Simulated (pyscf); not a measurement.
**Routes from •H₂Ge–I + H₂**

Candidate steps break at most two bonds and form at most two. Each was searched with GFN2-xTB (tblite) first. PySCF, gas phase, ωB97X-D3(BJ)/def2-SVP geometries. Energies: ωB97M-D3(BJ)/def2-TZVP, kJ/mol, from the separated reactants, doublet surface; ΔG‡ with ideal gas, 1 atm, RRHO with modes under 100 cm⁻¹ raised to 100, one conformer, R ln 2 for chiral ones without a mode under 150 cm⁻¹.

```json
[
 {"products": "H₃Ge–I + H•", "type": "hydrogen abstraction", "ΔE‡": "105.9", "ΔE": "+94.2", "ΔG‡ 298 K": "128.2", "ΔG‡ 900 K": "191.3", "ν‡ (cm⁻¹)": "718i"},
 {"products": "HI + GeH₃•", "type": "concerted two-bond exchange", "ΔE‡": "189.1", "ΔE": "+69.1", "ΔG‡ 298 K": "218.0", "ΔG‡ 900 K": "283.1", "ν‡ (cm⁻¹)": "752i"}
]
```

Plain bond fissions and candidates not yet searched are not listed, and one of them may be faster. Each barrier is that of the saddle found; lower ones may exist. Elements up to Kr have no core potential and no relativistic terms here. Elements past Kr carry the def2 core potentials, without spin-orbit coupling.
